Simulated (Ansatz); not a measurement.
We consider rhombohedral A7 Bi, described by r²SCANh in Ansatz (PAW).

Run with plane-wave cutoff 520 eV, 8×8×8 k mesh, Fermi–Dirac smearing 0.05 eV, scalar-relativistic PAW data made under PBE.

Computed at the level's own relaxed cell.

**Question.** Give the computed lattice constant a and lattice parameter c.

**Answer.** 
- lattice constant a: 4.507 Å
- lattice parameter c: 12.512 Å

Measured, for comparison: lattice constant a 4.533 Å, lattice parameter c 11.796 Å (low temperature, zero-point motion not removed, hexagonal setting; as tabulated in Arnaud et al. (2016), arXiv:1602.08959). Computed (rounded) less measured: lattice constant a -0.6 %, lattice parameter c +6.1 %.

Note: the cell comes from a level without a dispersion term, which matters for the spacing of layers, chains or molecules.

Spin–orbit coupling is not included; it can shift volumes and moduli of such heavy elements.

Computed values are for the static lattice.

It cost about 80 core-minutes (a rough figure) of CPU time.

Ansatz is a quantum-chemistry and plane-wave program.
